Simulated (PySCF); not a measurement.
BeH, SMILES [BeH], multiplicity 2. Geometry optimised at PBE0-D3(BJ)/def2-TZVPD. The spin state was assumed, not searched.

Computed equilibrium geometry at PBE0-D3(BJ)/def2-TZVPD (PySCF confirms it by a frequency run) as a Z-matrix, and its point group:
point group C∞v.
```
Be
H 1 1.3535
```
Charge 0, spin multiplicity 2.
